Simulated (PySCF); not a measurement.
Geometries of 2 isomers of C5H10O, from PBE0-D3(BJ)/def2-SVP geometry optimisation, gas phase in PySCF 2.14.0. One conformer each, no zero-point energy, no frequencies.

**Question.** Which isomer lies lower at this level?
A.
```xyz
16
angstrom
C     -2.322   -0.209    0.629
C     -0.839   -0.297    0.458
C     -0.091    0.589   -0.224
C     -0.616    1.808   -0.924
O      1.253    0.496   -0.386
C      1.922   -0.585    0.191
H     -2.838   -1.051    0.135
H     -2.609   -0.250    1.693
H     -2.741    0.717    0.211
H     -0.351   -1.157    0.923
H      0.230    2.420   -1.262
H     -1.245    2.420   -0.261
H     -1.220    1.542   -1.805
H      2.987   -0.467   -0.048
H      1.565   -1.550   -0.212
H      1.799   -0.602    1.290
```
B.
```xyz
16
angstrom
C      2.553    0.147   -0.686
C      1.230   -0.288   -0.151
C      0.079    0.377   -0.287
C     -1.240   -0.076    0.265
C     -2.289   -0.247   -0.817
O     -1.750    0.876    1.178
H      2.962   -0.597   -1.390
H      3.296    0.251    0.123
H      2.482    1.111   -1.212
H      1.214   -1.243    0.393
H      0.060    1.338   -0.820
H     -1.087   -1.054    0.767
H     -3.251   -0.530   -0.364
H     -1.989   -1.023   -1.536
H     -2.434    0.701   -1.358
H     -1.061    1.047    1.827
```

**Answer.** B. That is `C[C@@H](/C=C/C)O` (3-penten-2-ol), 3.8 kcal/mol below the other.

```tsv
SMILES	atoms numbered as above	E (Eh)	relative (kcal/mol)	relative (kJ/mol)	dipole (D)
C/C=C/[C@H](C)O	[CH3:1]/[CH:2]=[CH:3]/[C@H:4]([CH3:5])[OH:6]	-271.24273	0.0	0.0	1.84
C/C=C(\C)OC	[CH3:1]/[CH:2]=[C:3](\[CH3:4])[O:5][CH3:6]	-271.23669	3.8	15.9	0.58
```

As drawn, the lower has an O–H bond, which the higher lacks.
